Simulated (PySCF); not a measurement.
CH5N, SMILES CN (connectivity only; charge and spin as stated), charge +1, multiplicity 2.

Coordinates come from a B3LYP-D3(BJ)/def2-TZVP optimisation. The multiplicity is an assumed one; other spin states were not compared.

Calculation: B3LYP-D3(BJ)/def2-TZVP (PySCF).

No scaling factor is applied to the harmonic values.

Computed harmonic wavenumbers and intensities:
| mode | ν (cm⁻¹) | IR (km/mol) | moving atoms (share of kinetic energy) |
|---|---|---|---|
| 1 | 58 | 7.7 | H 99 % |
| 2 | 708 | 158.0 | H 88 %, N 12 % |
| 3 | 911 | 15.9 | H 96 % |
| 4 | 996 | 12.8 | H 60 %, C 24 %, N 16 % |
| 5 | 1073 | 31.0 | C 43 %, N 31 %, H 26 % |
| 6 | 1235 | 4.3 | H 69 %, C 21 %, N 10 % |
| 7 | 1328 | 77.6 | H 93 % |
| 8 | 1403 | 27.4 | H 96 % |
| 9 | 1478 | 13.9 | H 89 %, C 10 % |
| 10 | 1630 | 37.7 | H 88 %, N 11 % |
| 11 | 2823 | 107.1 | H 94 % |
| 12 | 3064 | 14.9 | H 95 % |
| 13 | 3143 | 13.6 | H 90 %, C 10 % |
| 14 | 3434 | 108.7 | H 96 % |
| 15 | 3539 | 171.5 | H 90 %, N 10 % |
